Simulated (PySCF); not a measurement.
Atoms are numbered as in `[CH3:1][C:2]([CH3:3])=[C:4]([CH3:5])[F:6]`. Hydrogens are named by the atom that carries them.

GIAO PBE0/pcSseg-1 shifts (PySCF, gas phase, non-relativistic, equivalent atoms averaged), each against references optimised in the same way as the molecule (TMS, CFCl3).

On the GFN2-xTB geometry: C4 160.3, C2 114.8, C3 19.8, C1 18.0, C5 17.1, F6 -103.1, H(C5) 2.09, H(C1) 1.77, H(C3) 1.65 ppm.

What changes on the PBE0-D3(BJ)/def2-SVP geometry?

Answers


```
atoms  δ (ppm)  change
   C4    158.2    -2.1
   C2    113.2    -1.6
   C3     19.9    +0.1
   C1     16.6    -1.4
   C5     15.3    -1.8
   F6   -102.2    +0.9
H(C5)     1.93   -0.16
H(C1)     1.67   -0.10
H(C3)     1.62   -0.03
```

Unscaled 19F shifts against computed CFCl3 carry errors that often reach 10 to 50 ppm.

Bonds between heavy atoms that differ most (equivalent bonds averaged): C4–F6 1.367 → 1.351 Å, C2–C4 1.327 → 1.340 Å, C4–C5 1.493 → 1.486 Å. Mean change of bonds to hydrogen: C–H +0.013 Å.
